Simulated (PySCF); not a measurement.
A species of formula C3H8S2 has this rotational fingerprint, computed with PBE0-D3(BJ)/def2-TZVP geometry optimisation, gas phase in PySCF:

- Rotational constants: A = 8904, B = 1098, C = 1034 MHz
- Dipole components: |μa| = 0.81 D, |μb| = 1.05 D, |μc| = 0.85 D
- Inertial defect: -28.31 u·Å²
- κ: -0.98

Question: Which candidate fits, each taken in the one conformer that was computed?
A. `[SH:1][CH2:2][CH2:3][CH2:4][SH:5]` with H–S1–C2–C3 -68°, S1–C2–C3–C4 -179°, C2–C3–C4–S5 -64°, C3–C4–S5–H -66° (1,3-propanedithiol)
B. `[CH3:1][CH2:2][S:3][S:4][CH3:5]` with C1–C2–S3–S4 -65°, C2–S3–S4–C5 -86°

Answer: A. It is SCCCS, a near-prolate asymmetric top, point group C1. The candidates at the same level (rigid rotor, commonest isotopes):

```json
{"SMILES": "SCCCS", "A (MHz)": "8904", "B (MHz)": "1098", "C (MHz)": "1034", "μa (D)": "0.81", "μb (D)": "1.05", "μc (D)": "0.85", "Δ (u·Å²)": "-28.31", "point group": "C1", "rotor": "near-prolate asymmetric top"}
{"SMILES": "CCSSC", "A (MHz)": "5207", "B (MHz)": "1868", "C (MHz)": "1733", "μa (D)": "0.27", "μb (D)": "0.94", "μc (D)": "1.84", "Δ (u·Å²)": "-75.95", "point group": "C1", "rotor": "near-prolate asymmetric top"}
```

`CCSSC` has B 70 % too high. No structure here is proved a minimum.
